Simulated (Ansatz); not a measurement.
Litharge SnO: PBE at its full settings (plane-wave cutoff 520 eV, 10×10×8 k mesh (along the axes of the cell as run), Fermi–Dirac smearing 0.01 eV, scalar-relativistic PAW data made under PBE) and at cheaper ones, in a cell of 4 atoms with Γ-centred meshes.

| level and setting | equilibrium lattice constant a (Å) | c axis length (Å) | bulk modulus B0 (GPa) |
|---|---|---|---|
| PBE (Ansatz) | 3.867 | 5.068 | 18.3 |
| PBE (2×2×2 k mesh) (Ansatz) | ___ | ___ | ___ |
| PBE (4×4×4 k mesh) (Ansatz) | 3.868 | 5.095 | 16.7 |
| PBE (6×6×6 k mesh) (Ansatz) | 3.867 | 5.069 | 18.4 |
| PBE (Fermi-Dirac smearing of 0.3 eV) (Ansatz) | 3.862 | 5.008 | 19.5 |

Problem. Complete the blanks.

Solution. 
- PBE (2×2×2 k mesh) (Ansatz, an electronic-structure program), equilibrium lattice constant a (Å): 3.886
- PBE (2×2×2 k mesh) (Ansatz), c axis length (Å): 4.891
- PBE (2×2×2 k mesh) (Ansatz), bulk modulus B0 (GPa): 36.8

Largest shifts from the full settings: lattice constant a +0.49 % (PBE (2×2×2 k mesh)), against a difference of +1.74 % of the full result from the reference 3.801 Å (measured, temperature not stated, not corrected to a static lattice; as tabulated in Electronic properties of the Sn1−xPbxO alloy and band alignment of the SnO/PbO …); lattice parameter c -3.49 % (PBE (2×2×2 k mesh)), against a difference of +4.82 % of the full result from the reference 4.835 Å (measured, temperature not stated, no zero-point or thermal correction; as tabulated in Electronic properties of the Sn1−xPbxO alloy and band alignment of the SnO/PbO …); bulk modulus +101 % (PBE (2×2×2 k mesh)), against a difference of -48 % of the full result from the reference 35 ± 1 GPa (measured, temperature not stated, no zero-point or thermal correction, equation of state from high-pressure X-ray diffraction; as tabulated in Giefers, Porsch, Wortmann, Structural study of SnO at high pressure …).

Caveats: the cell comes from a level without a dispersion term, which matters for the spacing of layers, chains or molecules (PBE, PBE (2×2×2 k mesh), PBE (4×4×4 k mesh), PBE (6×6×6 k mesh), PBE (Fermi-Dirac smearing of 0.3 eV)). Ansatz's density-functional and Hartree–Fock values are scalar-relativistic unless marked +SOC, with PAW data made under PBE.

Run with cheap settings on purpose, which may leave them unconverged: PBE (2×2×2 k mesh), PBE (4×4×4 k mesh), PBE (6×6×6 k mesh), PBE (Fermi-Dirac smearing of 0.3 eV).
